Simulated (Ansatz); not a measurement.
Coupled-cluster diagnostics for the cluster SiO₂⁻ (the lowest doublet isomer of a short search), Ansatz.

Geometry of the doublet (PBE0-D4/def2-TZVPD):

```xyz
3

Si   -0.148   -0.059   -0.329
O    -1.239    0.338    0.699
O     1.387   -0.280   -0.370
```

Correlated methods freeze 7 core orbitals. The structure comes from a short search, and lower isomers may exist.

Geometry of the charge -1 quartet (PBE0-D4/def2-TZVPD):

```csv
atom,x (Å),y (Å),z (Å)
Si1,0.557,-0.221,-0.317
O2,0.345,1.159,0.526
O3,-0.903,-0.938,-0.209
```

Problem. Estimate the CCSD(T) correlation energy, the shares of MP2 and (T), T1 and the reference's ⟨S²⟩ for: charge -1, doublet, own geometry in def2-TZVPPD; charge -1, quartet, own geometry in def2-TZVPPD; charge 0, singlet, vertical in def2-TZVPPD; and the rough time on 4 threads of Intel Xeon on a shared host.

Solution. 
```
                           state        basis  correlation (eV)  MP2 share (%)  (T) share (%)     T1  ⟨S²⟩ (pure)  wall time                            remarks
charge -1, doublet, own geometry  def2-TZVPPD           -16.747           96.5            4.8  0.027  0.76 (0.75)       17 s                                  –
charge -1, quartet, own geometry  def2-TZVPPD           -15.456           86.3            4.8  0.090  3.81 (3.75)       18 s                           large T1
     charge 0, singlet, vertical  def2-TZVPPD           -16.931           97.4            5.4  0.028  0.00 (0.00)        6 s  large T1, restricted SCF unstable
```
Customary marks for T1 are 0.02 (closed shells), 0.045 (open shells) and about 0.05 (3d metals). T1 exceeds 0.02 in 3 of 3 rows and 0.045 in 1; the higher it lies, the less the single-reference result can be trusted.
